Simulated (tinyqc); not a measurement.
Inside a calculation. Method: RKS/BP86 in the sto-3g basis, for BH, spin multiplicity 1. Computed by tinyqc, a small Python program that keeps every step (integrals from PySCF). Settings: charge = 0, multiplicity = 1, basis = sto-3g, energy threshold = 1e-10, iteration cap = 61, orthogonalisation = symmetric, start = core, DIIS depth = 3, DIIS from iteration = 2, damping = 0.3, method = RKS, functional = b88,p86, grid = [40, 50]. Command: `OMP_NUM_THREADS=1 python tinyqc.py 26658 26659 out.jsonl` (the two numbers bound the seeds that draw the settings). One thread of a shared host (Intel(R) Xeon(R) Processor @ 2.60GHz), about 0.6 s of CPU time with the checks. Later iterations appear only in the table of the cycle.

## One-electron integrals

Geometry (angstrom):
```
atom         x         y         z
B     0.000000  0.000000  0.000000
H     0.000000  0.000000  1.739000
```

Basis sto-3g: exponents (1/bohr^2) and contraction coefficients of normalised primitives:
```
element  l (shell)   exponent  coefficient
B            s (1)  48.791113     0.154329
B            s (1)   8.887362     0.535328
B            s (1)   2.405267     0.444635
B            s (2)   2.236956    -0.099967
B            s (2)   0.519821     0.399513
B            s (2)   0.169062     0.700115
B            p (3)   2.236956     0.155916
B            p (3)   0.519821     0.607684
B            p (3)   0.169062     0.391957
H            s (1)   3.425251     0.154329
H            s (1)   0.623914     0.535328
H            s (1)   0.168855     0.444635
```

Overlap, kinetic and nuclear-attraction integrals over the contracted functions; the nuclear repulsion is the sum of Za Zb / Rab.

nuclear repulsion = 1.52149859 hartree

overlap S, order 1B 1s, 1B 2s, 1B 2px, 1B 2py, 1B 2pz, 2H 1s:
```
[[1.000000, 0.269328, 0.000000, 0.000000, 0.000000, 0.019595],
 [0.269328, 1.000000, 0.000000, 0.000000, 0.000000, 0.239116],
 [0.000000, 0.000000, 1.000000, 0.000000, 0.000000, 0.000000],
 [0.000000, 0.000000, 0.000000, 1.000000, 0.000000, 0.000000],
 [0.000000, 0.000000, 0.000000, 0.000000, 1.000000, 0.288574],
 [0.019595, 0.239116, 0.000000, 0.000000, 0.288574, 1.000000]]
```

kinetic energy T (hartree), order 1B 1s, 1B 2s, 1B 2px, 1B 2py, 1B 2pz, 2H 1s:
```
[[10.826302, -0.047967, 0.000000, 0.000000, 0.000000, -0.005629],
 [-0.047967, 0.359168, 0.000000, 0.000000, 0.000000, 0.005589],
 [0.000000, 0.000000, 1.123881, 0.000000, 0.000000, 0.000000],
 [0.000000, 0.000000, 0.000000, 1.123881, 0.000000, 0.000000],
 [0.000000, 0.000000, 0.000000, 0.000000, 1.123881, 0.050521],
 [-0.005629, 0.005589, 0.000000, 0.000000, 0.050521, 0.760032]]
```

nuclear attraction V (hartree), order 1B 1s, 1B 2s, 1B 2px, 1B 2py, 1B 2pz, 2H 1s:
```
[[-23.451688, -3.221319, 0.000000, 0.000000, -0.008702, -0.235702],
 [-3.221319, -4.074890, 0.000000, 0.000000, -0.087038, -0.749000],
 [0.000000, 0.000000, -4.026986, 0.000000, 0.000000, 0.000000],
 [0.000000, 0.000000, 0.000000, -4.026986, 0.000000, 0.000000],
 [-0.008702, -0.087038, 0.000000, 0.000000, -4.079444, -0.844384],
 [-0.235702, -0.749000, 0.000000, 0.000000, -0.844384, -2.746012]]
```

core Hamiltonian H = T + V (hartree), order 1B 1s, 1B 2s, 1B 2px, 1B 2py, 1B 2pz, 2H 1s:
```
[[-12.625386, -3.269286, 0.000000, 0.000000, -0.008702, -0.241331],
 [-3.269286, -3.715722, 0.000000, 0.000000, -0.087038, -0.743411],
 [0.000000, 0.000000, -2.903105, 0.000000, 0.000000, 0.000000],
 [0.000000, 0.000000, 0.000000, -2.903105, 0.000000, 0.000000],
 [-0.008702, -0.087038, 0.000000, 0.000000, -2.955563, -0.793862],
 [-0.241331, -0.743411, 0.000000, 0.000000, -0.793862, -1.985981]]
```

## Two-electron integrals

Functions are numbered as in S; the eight-fold symmetry (ij|kl) = (ji|kl) = (kl|ij) leaves the list below.

Two-electron integrals (ij|kl) in chemists' order, unique and non-zero (hartree):
```
(11|11) 2.923513   (21|11) 0.518376   (21|21) 0.109262   (22|11) 0.744229
(22|21) 0.193177   (22|22) 0.544804   (31|31) 0.020264   (32|31) 0.029996
(32|32) 0.120346   (33|11) 0.742491   (33|21) 0.193240   (33|22) 0.544682
(33|33) 0.586773   (41|41) 0.020264   (42|41) 0.029996   (42|42) 0.120346
(43|43) 0.031630   (44|11) 0.742491   (44|21) 0.193240   (44|22) 0.544682
(44|33) 0.523513   (44|44) 0.586773   (51|51) 0.020264   (52|51) 0.029996
(52|52) 0.120346   (53|53) 0.031630   (54|54) 0.031630   (55|11) 0.742491
(55|21) 0.193240   (55|22) 0.544682   (55|33) 0.523513   (55|44) 0.523513
(55|55) 0.586773   (61|11) 0.037536   (61|21) 0.007885   (61|22) 0.014000
(61|33) 0.013945   (61|44) 0.013945   (61|51) 0.000555   (61|52) 0.001031
(61|55) 0.014118   (61|61) 0.000586   (62|11) 0.118560   (62|21) 0.031414
(62|22) 0.101499   (62|33) 0.098413   (62|44) 0.098413   (62|51) 0.003383
(62|52) 0.023099   (62|55) 0.107563   (62|61) 0.002417   (62|62) 0.030259
(63|31) 0.002689   (63|32) 0.013563   (63|53) 0.003995   (63|63) 0.002733
(64|41) 0.002689   (64|42) 0.013563   (64|54) 0.003995   (64|64) 0.002733
(65|11) 0.124901   (65|21) 0.033457   (65|22) 0.113704   (65|33) 0.108069
(65|44) 0.108069   (65|51) 0.005592   (65|52) 0.036045   (65|55) 0.124836
(65|61) 0.002656   (65|62) 0.039176   (65|65) 0.052416   (66|11) 0.303822
(66|21) 0.081784   (66|22) 0.299279   (66|33) 0.284552   (66|44) 0.284552
(66|51) 0.008549   (66|52) 0.080934   (66|55) 0.328289   (66|61) 0.006310
(66|62) 0.125794   (66|65) 0.174970   (66|66) 0.774606
```

## Orthogonalisation

S = U s U^T; symmetric (Loewdin) form X = U s^(-1/2) U^T, so that X^T S X = 1.

eigenvalues of S: [0.585012, 0.807642, 1.000000, 1.000000, 1.175040, 1.432307]

X, order 1B 1s, 1B 2s, 1B 2px, 1B 2py, 1B 2pz, 2H 1s:
```
[[1.029367, -0.144983, 0.000000, 0.000000, -0.004446, 0.017220],
 [-0.144983, 1.054526, 0.000000, 0.000000, 0.029999, -0.135672],
 [0.000000, 0.000000, 1.000000, 0.000000, 0.000000, 0.000000],
 [0.000000, 0.000000, 0.000000, 1.000000, 0.000000, 0.000000],
 [-0.004446, 0.029999, 0.000000, 0.000000, 1.034898, -0.158726],
 [0.017220, -0.135672, 0.000000, 0.000000, -0.158726, 1.059453]]
```

## Starting guess

The start is the orbitals of the core Hamiltonian; D = 2 C_occ C_occ^T.

D at the start, order 1B 1s, 1B 2s, 1B 2px, 1B 2py, 1B 2pz, 2H 1s:
```
[[2.159489, -0.594518, 0.000000, 0.000000, -0.016363, 0.038563],
 [-0.594518, 2.214046, 0.000000, 0.000000, 0.069937, -0.130315],
 [0.000000, 0.000000, 0.000000, 0.000000, 0.000000, 0.000000],
 [0.000000, 0.000000, 0.000000, 0.000000, 0.000000, 0.000000],
 [-0.016363, 0.069937, 0.000000, 0.000000, 2.084431, -0.169266],
 [0.038563, -0.130315, 0.000000, 0.000000, -0.169266, 0.020776]]
```

## Iteration 1: exchange-correlation on the grid

Becke grid with 40 radial and 50 angular points per atom, points of zero weight dropped. rho = sum D_ij phi_i phi_j; V_xc,ij = sum w v_xc phi_i phi_j plus the gradient terms; v_xc is d(rho eps)/d rho at fixed gradient.

The 8 grid points with the largest w rho, of 3981 (bohr, atomic units):
```
x                  y          z         w       rho  |grad rho|^2     eps_xc       v_xc
-0.491867  -0.491867  -1.475600  0.161205  0.116219      0.041232  -0.425527  -0.528740
0.491867   -0.491867  -1.475600  0.161205  0.116219      0.041232  -0.425527  -0.528740
-0.491867   0.491867  -1.475600  0.161205  0.116219      0.041232  -0.425527  -0.528740
0.491867    0.491867  -1.475600  0.161205  0.116219      0.041232  -0.425527  -0.528740
-0.423494  -0.423494  -1.270482  0.107464  0.166096      0.064297  -0.470334  -0.595552
0.423494   -0.423494  -1.270482  0.107464  0.166096      0.064297  -0.470334  -0.595552
-0.423494   0.423494  -1.270482  0.107464  0.166096      0.064297  -0.470334  -0.595552
0.423494    0.423494  -1.270482  0.107464  0.166096      0.064297  -0.470334  -0.595552
```

electrons on the grid, sum of w rho = 5.999959

E_xc = sum of w rho eps_xc = -4.57902690 hartree

V_xc (hartree), order 1B 1s, 1B 2s, 1B 2px, 1B 2py, 1B 2pz, 2H 1s:
```
[[-1.910653, -0.291459, 0.000000, 0.000000, -0.000400, -0.021539],
 [-0.291459, -0.467320, 0.000000, 0.000000, -0.000337, -0.075423],
 [0.000000, 0.000000, -0.433727, 0.000000, 0.000000, 0.000000],
 [0.000000, 0.000000, 0.000000, -0.433727, 0.000000, 0.000000],
 [-0.000400, -0.000337, 0.000000, 0.000000, -0.521818, -0.081367],
 [-0.021539, -0.075423, 0.000000, 0.000000, -0.081367, -0.126772]]
```

## Iteration 1: building the Kohn-Sham matrix

J_ij = sum D_kl (ij|kl); F = H + J + V_xc; E = tr D H + tr D J / 2 + E_xc + E_nn.

Coulomb J (hartree), order 1B 1s, 1B 2s, 1B 2px, 1B 2py, 1B 2pz, 2H 1s:
```
[[8.828378, 1.802804, 0.000000, 0.000000, 0.000978, 0.130881],
 [1.802804, 3.661385, 0.000000, 0.000000, -0.000610, 0.652379],
 [0.000000, 0.000000, 3.615563, 0.000000, 0.000000, 0.000000],
 [0.000000, 0.000000, 0.000000, 3.615563, 0.000000, 0.000000],
 [0.000978, -0.000610, 0.000000, 0.000000, 3.740284, 0.722644],
 [0.130881, 0.652379, 0.000000, 0.000000, 0.722644, 1.841370]]
```

Kohn-Sham matrix F (hartree), order 1B 1s, 1B 2s, 1B 2px, 1B 2py, 1B 2pz, 2H 1s:
```
[[-5.707660, -1.757941, 0.000000, 0.000000, -0.008123, -0.131988],
 [-1.757941, -0.521658, 0.000000, 0.000000, -0.087985, -0.166455],
 [0.000000, 0.000000, 0.278731, 0.000000, 0.000000, 0.000000],
 [0.000000, 0.000000, 0.000000, 0.278731, 0.000000, 0.000000],
 [-0.008123, -0.087985, 0.000000, 0.000000, 0.262902, -0.152585],
 [-0.131988, -0.166455, 0.000000, 0.000000, -0.152585, -0.271382]]
```

total energy of this density = -24.20252217 hartree

This density is the starting one.

## Iteration 1: diagonalisation and new density

Diagonalise F' = X^T F X, C = X C', fill 3 alpha and 3 beta electrons from the bottom; D = 2 C_occ C_occ^T; the new density keeps 0.3 of the old one (damping). Each column has its largest component positive (the first on a tie).

F' = X^T F X (hartree):
```
[[-5.538008, -1.000186, 0.000000, 0.000000, -0.008105, 0.016056],
 [-1.000186, -0.129111, 0.000000, 0.000000, -0.049284, -0.101553],
 [0.000000, 0.000000, 0.278731, 0.000000, 0.000000, 0.000000],
 [0.000000, 0.000000, 0.000000, 0.278731, 0.000000, 0.000000],
 [-0.008105, -0.049284, 0.000000, 0.000000, 0.320761, -0.163370],
 [0.016056, -0.101553, 0.000000, 0.000000, -0.163370, -0.210458]]
```

orbital energies (hartree): [-5.717079, -0.293111, 0.085346, 0.278731, 0.278731, 0.368028]

coefficients C, order 1B 1s, 1B 2s, 1B 2px, 1B 2py, 1B 2pz, 2H 1s:
```
[[0.987701, -0.087111, -0.312627, 0.000000, 0.000000, 0.007493],
 [0.043136, 0.213913, 1.051060, 0.000000, 0.000000, 0.002603],
 [0.000000, 0.000000, 0.000000, 0.992400, -0.123056, 0.000000],
 [0.000000, 0.000000, 0.000000, 0.123056, 0.992400, 0.000000],
 [0.003706, 0.140466, 0.049429, 0.000000, 0.000000, 1.036793],
 [-0.006908, 0.882162, -0.457989, 0.000000, 0.000000, -0.422288]]
```

D after iteration 1, order 1B 1s, 1B 2s, 1B 2px, 1B 2py, 1B 2pz, 2H 1s:
```
[[2.161074, -0.604820, 0.000000, 0.000000, -0.038549, 0.094883],
 [-0.604820, 2.277498, 0.000000, 0.000000, 0.136006, -0.449247],
 [0.000000, 0.000000, 0.000000, 0.000000, 0.000000, 0.000000],
 [0.000000, 0.000000, 0.000000, 0.000000, 0.000000, 0.000000],
 [-0.038549, 0.136006, 0.000000, 0.000000, 0.656392, 0.090971],
 [0.094883, -0.449247, 0.000000, 0.000000, 0.090971, 1.389448]]
```

Within a degenerate level the vectors are fixed only up to a rotation; this is one choice.

## Iteration 2: exchange-correlation on the grid

As before.

The 8 grid points with the largest w rho, of 3981 (bohr, atomic units):
```
x                  y         z         w       rho  |grad rho|^2     eps_xc       v_xc
0.491867    0.491867  1.475600  0.147922  0.071479      0.012780  -0.367405  -0.454859
-0.491867   0.491867  1.475600  0.147922  0.071479      0.012780  -0.367405  -0.454859
0.491867   -0.491867  1.475600  0.147922  0.071479      0.012780  -0.367405  -0.454859
-0.491867  -0.491867  1.475600  0.147922  0.071479      0.012780  -0.367405  -0.454859
0.423494    0.423494  1.270482  0.104412  0.100345      0.021339  -0.404291  -0.508276
-0.423494   0.423494  1.270482  0.104412  0.100345      0.021339  -0.404291  -0.508276
0.423494   -0.423494  1.270482  0.104412  0.100345      0.021339  -0.404291  -0.508276
-0.423494  -0.423494  1.270482  0.104412  0.100345      0.021339  -0.404291  -0.508276
```

electrons on the grid, sum of w rho = 6.000619

E_xc = sum of w rho eps_xc = -4.42619302 hartree

V_xc (hartree), order 1B 1s, 1B 2s, 1B 2px, 1B 2py, 1B 2pz, 2H 1s:
```
[[-1.901643, -0.282293, 0.000000, 0.000000, -0.001452, -0.020813],
 [-0.282293, -0.429742, 0.000000, 0.000000, -0.014184, -0.095362],
 [0.000000, 0.000000, -0.409955, 0.000000, 0.000000, 0.000000],
 [0.000000, 0.000000, 0.000000, -0.409955, 0.000000, 0.000000],
 [-0.001452, -0.014184, 0.000000, 0.000000, -0.455855, -0.117342],
 [-0.020813, -0.095362, 0.000000, 0.000000, -0.117342, -0.476422]]
```

## Iteration 2: building the Kohn-Sham matrix

As before.

Coulomb J (hartree), order 1B 1s, 1B 2s, 1B 2px, 1B 2py, 1B 2pz, 2H 1s:
```
[[8.218691, 1.647877, 0.000000, 0.000000, 0.016559, 0.120159],
 [1.647877, 3.320955, 0.000000, 0.000000, 0.128876, 0.681191],
 [0.000000, 0.000000, 3.284224, 0.000000, 0.000000, 0.000000],
 [0.000000, 0.000000, 0.000000, 3.284224, 0.000000, 0.000000],
 [0.016559, 0.128876, 0.000000, 0.000000, 3.381380, 0.797679],
 [0.120159, 0.681191, 0.000000, 0.000000, 0.797679, 2.472382]]
```

Kohn-Sham matrix F (hartree), order 1B 1s, 1B 2s, 1B 2px, 1B 2py, 1B 2pz, 2H 1s:
```
[[-6.308338, -1.903701, 0.000000, 0.000000, 0.006406, -0.141984],
 [-1.903701, -0.824509, 0.000000, 0.000000, 0.027654, -0.157583],
 [0.000000, 0.000000, -0.028836, 0.000000, 0.000000, 0.000000],
 [0.000000, 0.000000, 0.000000, -0.028836, 0.000000, 0.000000],
 [0.006406, 0.027654, 0.000000, 0.000000, -0.030039, -0.113526],
 [-0.141984, -0.157583, 0.000000, 0.000000, -0.113526, 0.009979]]
```

total energy of this density = -24.65381014 hartree

This density is a damped mixture and is not idempotent.

## Iteration 2: diagonalisation and new density

As before.

F' = X^T F X (hartree):
```
[[-6.137655, -1.024928, 0.000000, 0.000000, -0.007377, 0.012876],
 [-1.024928, -0.425090, 0.000000, 0.000000, 0.055726, -0.107054],
 [0.000000, 0.000000, -0.028836, 0.000000, 0.000000, 0.000000],
 [0.000000, 0.000000, 0.000000, -0.028836, 0.000000, 0.000000],
 [-0.007377, 0.055726, 0.000000, 0.000000, 0.007976, -0.133610],
 [0.012876, -0.107054, 0.000000, 0.000000, -0.133610, 0.081751]]
```

orbital energies (hartree): [-6.315983, -0.279948, -0.091709, -0.028836, -0.028836, 0.214622]

coefficients C, order 1B 1s, 1B 2s, 1B 2px, 1B 2py, 1B 2pz, 2H 1s:
```
[[0.989291, -0.302848, 0.037410, 0.000000, 0.000000, 0.095499],
 [0.037810, 0.986583, -0.157442, 0.000000, 0.000000, -0.390881],
 [0.000000, 0.000000, 0.000000, 0.103330, 0.994647, 0.000000],
 [0.000000, 0.000000, 0.000000, 0.994647, -0.103330, 0.000000],
 [0.000268, -0.080876, 0.752365, 0.000000, 0.000000, -0.724246],
 [-0.005307, 0.156732, 0.485686, 0.000000, 0.000000, 0.951764]]
```

D after iteration 2, order 1B 1s, 1B 2s, 1B 2px, 1B 2py, 1B 2pz, 2H 1s:
```
[[2.148860, -0.555623, 0.000000, 0.000000, 0.062502, -0.019901],
 [-0.555623, 2.082639, 0.000000, 0.000000, -0.236727, -0.025628],
 [0.000000, 0.000000, 0.000000, 0.000000, 0.000000, 0.000000],
 [0.000000, 0.000000, 0.000000, 0.000000, 0.000000, 0.000000],
 [0.062502, -0.236727, 0.000000, 0.000000, 0.998550, 0.521122],
 [-0.019901, -0.025628, 0.000000, 0.000000, 0.521122, 0.781512]]
```

Within a degenerate level the vectors are fixed only up to a rotation; this is one choice.

## Iteration 21 (converged): orbitals

converged F (hartree), order 1B 1s, 1B 2s, 1B 2px, 1B 2py, 1B 2pz, 2H 1s:
```
[[-6.282178, -1.895531, 0.000000, 0.000000, -0.007295, -0.141824],
 [-1.895531, -0.798568, 0.000000, 0.000000, -0.028274, -0.171434],
 [0.000000, 0.000000, -0.002979, 0.000000, 0.000000, 0.000000],
 [0.000000, 0.000000, 0.000000, -0.002979, 0.000000, 0.000000],
 [-0.007295, -0.028274, 0.000000, 0.000000, -0.004116, -0.137688],
 [-0.141824, -0.171434, 0.000000, 0.000000, -0.137688, -0.095366]]
```

Diagonalise F' = X^T F X, C = X C', fill 3 alpha and 3 beta electrons from the bottom; D = 2 C_occ C_occ^T. Each column has its largest component positive (the first on a tie).

F' = X^T F X (hartree):
```
[[-6.111728, -1.024015, 0.000000, 0.000000, -0.014180, 0.014218],
 [-1.024015, -0.399360, 0.000000, 0.000000, 0.001883, -0.103280],
 [0.000000, 0.000000, -0.002979, 0.000000, 0.000000, 0.000000],
 [0.000000, 0.000000, 0.000000, -0.002979, 0.000000, 0.000000],
 [-0.014180, 0.001883, 0.000000, 0.000000, 0.037831, -0.140228],
 [0.014218, -0.103280, 0.000000, 0.000000, -0.140228, -0.025612]]
```

orbital energies (hartree): [-6.289780, -0.276825, -0.095020, -0.002979, -0.002979, 0.162756]

coefficients C, order 1B 1s, 1B 2s, 1B 2px, 1B 2py, 1B 2pz, 2H 1s:
```
[[0.989320, -0.268679, 0.156291, 0.000000, 0.000000, -0.074591],
 [0.037764, 0.859532, -0.563936, 0.000000, 0.000000, 0.306770],
 [0.000000, 0.000000, 0.000000, 0.999886, -0.015115, 0.000000],
 [0.000000, 0.000000, 0.000000, 0.015115, 0.999886, 0.000000],
 [0.002904, 0.155265, 0.560308, 0.000000, 0.000000, 0.871244],
 [-0.005943, 0.346002, 0.596172, 0.000000, 0.000000, -0.831363]]
```

D after iteration 21, order 1B 1s, 1B 2s, 1B 2px, 1B 2py, 1B 2pz, 2H 1s:
```
[[2.150738, -0.563432, 0.000000, 0.000000, 0.097455, -0.011333],
 [-0.563432, 2.116489, 0.000000, 0.000000, -0.364825, -0.078055],
 [0.000000, 0.000000, 0.000000, 0.000000, 0.000000, 0.000000],
 [0.000000, 0.000000, 0.000000, 0.000000, 0.000000, 0.000000],
 [0.097455, -0.364825, 0.000000, 0.000000, 0.676122, 0.775490],
 [-0.011333, -0.078055, 0.000000, 0.000000, 0.775490, 0.950348]]
```

Within a degenerate level the vectors are fixed only up to a rotation; this is one choice.

## Convergence

Stop when the energy changes by less than 1e-10 hartree and every element of the error matrix X^T (F D S - S D F) X is below 3e-06.

Course of the cycle:
```
iteration   E (hartree)     change  largest element of the error matrix
1          -24.20252217          -                             3.90e-01
2          -24.65381014  -4.51e-01                             1.34e-01
3          -24.77587706  -1.22e-01                             1.50e-01
4          -24.83778529  -6.19e-02                             2.44e-02
5          -24.85370504  -1.59e-02                             1.90e-02
6          -24.85861957  -4.91e-03                             8.31e-03
7          -24.86007586  -1.46e-03                             1.74e-03
8          -24.86050589  -4.30e-04                             5.72e-04
9          -24.86063460  -1.29e-04                             1.73e-04
10         -24.86067318  -3.86e-05                             5.19e-05
11         -24.86068475  -1.16e-05                             1.56e-05
12         -24.86068822  -3.47e-06                             4.67e-06
13         -24.86068926  -1.04e-06                             1.40e-06
14         -24.86068957  -3.12e-07                             4.21e-07
15         -24.86068967  -9.37e-08                             1.26e-07
16         -24.86068970  -2.81e-08                             3.79e-08
17         -24.86068970  -8.43e-09                             1.14e-08
18         -24.86068971  -2.53e-09                             3.41e-09
19         -24.86068971  -7.59e-10                             1.02e-09
20         -24.86068971  -2.28e-10                             3.07e-10
21         -24.86068971  -6.83e-11                             9.20e-11
```

PySCF RKS in the same basis, fine grid = -24.86046534 hartree

Converged in 21 iterations. The coarse grid moves the energy by -2.24e-04 hartree.

## Populations, bond orders and dipole

Mulliken: Z minus the diagonal of D S on the atom; Loewdin: the same with S^(1/2) D S^(1/2); Mayer order: 2 sum_s sum (D(s) S)_ij (D(s) S)_ji over the two atoms.

Charges (e):
```
atom   Mulliken    Loewdin
1B     0.155248   0.153613
2H    -0.155248  -0.153613
```

Mayer bond orders:
```
pair     order
2-1   0.975898
```

dipole moment about the origin, x y z (debye): [0.000000, 0.000000, -0.367947]
